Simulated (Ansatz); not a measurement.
## [Cl···H···NH], triplet: transfer scan

Starting geometry:

```json
{"atom": "Cl", "x (Å)": "-0.8041", "y (Å)": "0.0197", "z (Å)": "0.0000"}
{"atom": "H", "x (Å)": "0.4747", "y (Å)": "0.0197", "z (Å)": "0.0000"}
{"atom": "N", "x (Å)": "1.8489", "y (Å)": "0.0197", "z (Å)": "0.0000"}
{"atom": "H", "x (Å)": "2.1179", "y (Å)": "-0.9846", "z (Å)": "0.0000"}
```

From there H2 is moved from one fragment to the other while all else, the fragments' distance too, stays fixed; atoms are numbered as listed. Energies are in kJ/mol, counted from the starting geometry at the same level. Kohn–Sham curves are unrestricted where that lies lower.

Basis cc-pVDZ; Ansatz 0.2.0. Correlated methods freeze the noble-gas cores. R marks a restricted (for open shells ROHF) determinant, U an unrestricted one.

In so small a basis the reference is far from its limit while semilocal and hybrid functionals are nearer theirs (RPA and double hybrids share much of the reference's basis error), so the functionals' errors here hold much of the reference's basis and frozen-core error, which can add to them or hide them.

Full CI isn't at hand for all of this; UCCSDT(Q) serves as the reference, and is uncertain by about the last step of the cluster series.

```tsv
distance Cl1-H2 (Å)	UCCSDT(Q)	PBE	r2SCAN	PBE0	B3LYP	BHLYP	wB97M-V	B2PLYP	PBE-QIDH	RPA-PBE
1.189	20.6	35.0	30.6	28.0	29.0	21.6	24.5	24.5	21.4	24.0
1.279	0.0	0.0	0.0	0.0	0.0	0.0	0.0	0.0	0.0	0.0
1.327	-1.7	-10.0	-7.7	-6.1	-6.9	-2.7	-4.1	-4.3	-2.2	-4.8
1.374	-0.1	-16.3	-11.9	-8.8	-10.6	-2.2	-4.9	-5.5	-1.0	-7.1
1.422	3.2	-20.3	-14.1	-9.5	-12.6	-0.3	-3.8	-5.1	1.8	-8.4
1.470	6.9	-22.5	-14.9	-9.2	-13.4	1.9	-2.0	-4.1	5.2	-9.3
1.518	10.6	-22.7	-14.3	-7.7	-13.2	4.0	0.5	-2.6	8.6	-9.6
1.565	14.9	-20.1	-11.4	-4.4	-11.0	6.5	4.1	0.3	12.6	-8.4
1.613	21.5	-13.1	-4.6	2.4	-5.2	11.3	10.6	6.4	19.0	-3.6
```

(1) Judged by the spread of the error over the points with a reference (largest less smallest), which of these follows UCCSDT(Q) best and which worst?

Results:

(1) Subtracting the UCCSDT(Q) column from each: best PBE-QIDH (errors from -2.4 to 0.8, spread 3.2 kJ/mol), worst PBE (from -35.0 to 14.4, spread 49.5 kJ/mol). Functionals and wave-function methods converge differently with the basis, so part of this is basis effect.
